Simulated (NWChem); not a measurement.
# Correlation energy of O₂ (-1)

```
O
O 1 1.3211
```
Charge -1, spin multiplicity 2.

Everything below was run with NWChem. Structure: optimised with UPBE0/def2-SVP, a minimum by its harmonic frequencies.

Basis set: aug-cc-pVDZ. Each correlation energy counts from its own Hartree-Fock reference.

The correlated methods keep 2 core orbitals frozen. The structure started from a generated list of species. The unpaired electrons of the parent sit in orbitals of symmetry b3g (D2h labels of the run); other states weren't searched. The anion's geometry comes from a basis without diffuse functions. No SCF solution was tested for a lower state. Open-shell Hartree-Fock references start from PBE0 orbitals. Coupled-cluster values serve here as a point of comparison, not as the truth.

```tsv
method	correlation energy (mHa)
CCSD[T] on ROHF	-428.4
UMP2	-394.7
CCSD on ROHF	(withheld)
CCSD(T) on ROHF	-427.2
CCSD on UHF	-400.7
CCSD[T] on UHF	(withheld)
CCSD(T) on UHF	-414.7
SCS-UMP2	-377.6
```

Task: What belongs in the gaps?

Result: 
- CCSD on ROHF, correlation energy (mHa): -412.0
- CCSD[T] on UHF, correlation energy (mHa): -416.5
